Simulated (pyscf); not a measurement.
This saddle point was located with ωB97X-D3(BJ)/def2-SVP in PySCF.

```xyz
8

N     -1.8437    -0.3389     0.1878
N      0.5290     0.3408     0.2574
Al    -0.6152     0.0316    -1.1384
H     -1.7351    -1.0435     0.9117
H     -2.5143     0.3642     0.4896
H      1.0883     1.1822     0.5003
H      0.7130    -0.9093    -1.4911
H     -1.1695     0.9363    -2.3212
```

Surface: singlet, charge 0. Lowest wavenumbers (cm⁻¹): 844i, 190, 247, 378, 437.

Q: Which two sides does it connect, and which bonds change?

A: `[NH2][NH][AlH2]` ⇌ `[NH2][AlH][NH2]`, a concerted two-bond exchange read from left to right: N–N, Al–H broken and Al–N, H–N formed. At CCSD(T)/def2-TZVPP + ΔMP2(QZVPP) it lies +266.8 kJ/mol from the left side and +538.8 kJ/mol from the right (each side as separated species at their lowest minima found). What is counted as formed (Al–N) is already present as a longer contact in the reactant adduct; forming that adduct is a step of its own. From the product side, NH₂• + [H₂N–AlH]• lies, by one bond made or cut, 75.0 kJ/mol under this saddle at ωB97M-D3(BJ). H₂N–NH–AlH₂ is closed by a dative Al–N contact. This is the saddle that the search found; another between the same sides may lie lower. A restricted solution here is unstable towards spin polarisation, so biradical character is likely and single-reference numbers are less safe. The CCSD(T) − MP2 part came from Ansatz, without density fitting, on the same reference. The largest closed-shell T1 diagnostic is 0.055, which may signal static correlation.
